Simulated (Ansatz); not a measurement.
Reaction (SMILES): C=CF → C=[C-]F + H+
B3LYP-D3(BJ)/def2-TZVP geometries, fixed; electronic energies without zero-point terms.

Basis-set convergence of the deprotonation energy at PBE0 with Ansatz (a program for electronic structure). Cartesian d functions, on some or all atoms, in 6-31G*, 6-31G**; all else is spherical. The program fits the integrals of some runs and decomposes those of others, by size. The proton leaves the site shown, which need not be the most acidic. No added dispersion term, no relativity. Functions are those of the species that has most. Reference: the value in aug-pcseg-3, 400.65 kcal/mol, itself unsure by roughly 0.19 kcal/mol (its mean distance from aug-cc-pVQZ, def2-QZVPPD). Deviations are taken from unrounded values.

```csv
basis,functions
STO-3G,18
3-21G,33
6-31G,33
6-31G*,51
cc-pVDZ,57
6-31G**,60
6-311G**,72
aug-cc-pVDZ,96
cc-pVTZ,132
jun-cc-pV(T+d)Z,159
aug-cc-pVTZ,207
cc-pVQZ,255
aug-cc-pVQZ,378
```

**Question.** Which is the smallest set listed that can be trusted to 1 kcal/mol here, that is, within that of the reference together with its larger relatives (same family, alike in diffuse functions; a set with none to test it counts only in the reference's own line)?

**Answer.** The smallest set listed that lies within 1 kcal/mol of the reference with all its larger relatives (same family, alike in diffuse functions; a set with none counts only in the reference's own line) is jun-cc-pV(T+d)Z (159 functions, -0.32 kcal/mol off). Value minus reference: STO-3G 106.94, 3-21G 20.46, 6-31G 13.83, 6-31G* 18.42, cc-pVDZ 11.66, 6-31G** 19.38, 6-311G** 8.98, aug-cc-pVDZ -3.05, cc-pVTZ 6.58, jun-cc-pV(T+d)Z -0.32, aug-cc-pVTZ -0.39, cc-pVQZ 3.59, aug-cc-pVQZ -0.10 kcal/mol.
